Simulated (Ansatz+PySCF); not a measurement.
The numbers below are computed, except where a source is named.
This PySCF input gave a total energy of -77.96548 hartree.

```python
from pyscf import gto, scf, mp

mol = gto.M(atom="""
C 0.000000 0.000000 -0.665310
C 0.000000 0.000000 3.326550
H 0.000000 -0.931140 -1.240310
H 0.000000 0.931140 -1.240310
H 0.000000 -0.931140 3.901560
H 0.000000 0.931140 3.901560
""", basis='cc-pvdz', charge=0, spin=0)
mf = scf.UHF(mol)
mf.kernel()
pt = mp.MP2(mf, frozen=2).run()
print(mf.e_tot, pt.e_corr, pt.e_tot)
```

Question: Write an input for Ansatz with the same method and basis set.

Answer:

```yaml
crystal:
  periodic: [false, false, false]
  atoms:
    - { symbol: C, position_ang: [0.0, 0.0, -0.66531] }
    - { symbol: C, position_ang: [0.0, 0.0, 3.32655] }
    - { symbol: H, position_ang: [0.0, -0.93114, -1.24031] }
    - { symbol: H, position_ang: [0.0, 0.93114, -1.24031] }
    - { symbol: H, position_ang: [0.0, -0.93114, 3.90156] }
    - { symbol: H, position_ang: [0.0, 0.93114, 3.90156] }
basis:
  gaussian: { orbitals: cc-pVDZ }
magnetization:
  spin_polarized: true
hamiltonian:
  xc: hf
correlation:
  method: mp2
  frozen_orbitals: { C: 1, H: 0 }
scf:
  omitted_lower_state_checks: [stability, starts, atomic_configurations, cluster_reference, orbital_swaps, given_window_search, neighbouring_geometries, increment]
```

Ansatz (development build ahead of 0.2.0) gave -77.96548 hartree, 0.03 meV from the first. This is not the lowest solution: another run reaches a determinant 2.70 eV lower. Caution: bonds are stretched, where a single reference can fail.
